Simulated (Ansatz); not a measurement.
We consider litharge PbO, described by LDA+SOC in Ansatz (PAW).

Run with plane-wave cutoff 520 eV, 8×8×8 k mesh, Fermi–Dirac smearing 0.01 eV, PAW data made under PBE.

Cell (measured lattice):

```
PbO
1.0
    3.97500     0.00000     0.00000
    0.00000     3.97500     0.00000
    0.00000     0.00000     5.02300
Pb O
2 2
Direct
  0.50000   0.00000   0.76320
  0.00000   0.50000   0.23680
  0.50000   0.50000   0.00000
  0.00000   0.00000   0.00000
```

Q: What does this level give for the band gap, smallest direct gap on the k points sampled and direct gap at Γ?

A: 
- band gap: 1.12 eV (indirect)
- smallest direct gap on the k points sampled: 2.11 eV
- direct gap at Γ: 2.17 eV

Note: cell and atoms aren't relaxed at this level (largest force component 0.28 eV/Å, pressure -2.6 GPa).

The computed numbers hold no vibrational or temperature effects.

Ansatz is a first-principles code.
